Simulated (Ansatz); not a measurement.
```yaml
crystal:
  periodic: [false, false, false]
  atoms:
    - {symbol: O, position_ang: [-0.838169, -0.190987, 1.592236]}
    - {symbol: C, position_ang: [-0.086315, -0.798456, 0.381663]}
    - {symbol: C, position_ang: [0.072402, 0.122794, -0.635200]}
    - {symbol: C, position_ang: [0.350667, 1.002427, -1.406434]}
    - {symbol: F, position_ang: [0.542156, 1.823820, -2.372545]}
    - {symbol: H, position_ang: [-0.118937, 0.717303, 1.826568]}
    - {symbol: H, position_ang: [0.959313, -1.289413, 0.783563]}
    - {symbol: H, position_ang: [-0.605135, -1.569740, 0.008406]}
basis:
  gaussian: {orbitals: def2-SVP}
hamiltonian: {xc: {name: B2GP-PLYP}}
accuracy: high
output: {forces: true}
```

```sh
$ ansatz run in.yaml --threads 2 --pin off --events-out ev --progress --plain --max-ram 4352MiB
```

It prints (some lines left out):

```
Functional definition: B2GP-PLYP
1913 factors; integrals over basis functions are off by at most 3.1e-9 eV
mean field evaluation 1: about -7891.3235 eV, gradient 4.0e1 eV
mean field evaluation 2: about -7891.4255 eV, gradient 4.0e1 eV
mean field evaluation 4: about -7894.9083 eV, gradient 4.5e0 eV
mean field evaluation 8: about -7894.9665 eV, gradient 7.8e-1 eV
mean field evaluation 16: about -7894.9678 eV, gradient 6.0e-4 eV
mean field -7894.96783649 eV, -290.1347165894 hartree, gradient 7.9e-8 eV, S^2 0.000000; 0 other end points of the search recorded, 0 dependent functions left out
5 core orbitals not correlated: weight in the atoms' cores, before any rotation towards them, 1.000 or more for the frozen orbitals, at most 0.000 for the correlated occupied ones
reference -7894.96785267 eV, -290.1347171843 hartree; 14, 14 occupied and 66, 66 virtual orbitals, 1913 factors
second order -24.35841738 eV of doubles, -0.00000000 eV of singles
Total energy: -7903.73688293 eV, -290.4569731024 hartree
Atom 0 at    -0.838169    -0.190987     1.592236 Å, force     4.757242     2.966634    -1.202567 eV/Å
Atom 1 at    -0.086315    -0.798456     0.381663 Å, force     2.855925     0.981968     6.288264 eV/Å
Atom 2 at     0.072402     0.122794    -0.635200 Å, force     0.869342     1.754101    -1.266479 eV/Å
Atom 3 at     0.350667     1.002427    -1.406434 Å, force     0.042695     0.631522    -1.172477 eV/Å
Atom 4 at     0.542156     1.823820    -2.372545 Å, force     0.011685     0.026257     0.243253 eV/Å
Atom 5 at    -0.118937     0.717303     1.826568 Å, force    -3.516275    -4.255105    -0.996174 eV/Å
Atom 6 at     0.959313    -1.289413     0.783563 Å, force    -2.311231     1.355981    -1.016670 eV/Å
Atom 7 at    -0.605135    -1.569740     0.008406 Å, force    -2.709382    -3.461358    -0.877149 eV/Å
Dipole moment:     0.328764     0.012964    -0.088265 e Å
```

Run time 12 s (2 threads of an Arm Neoverse V2 on a shared host); peak host memory 0.4 GiB.
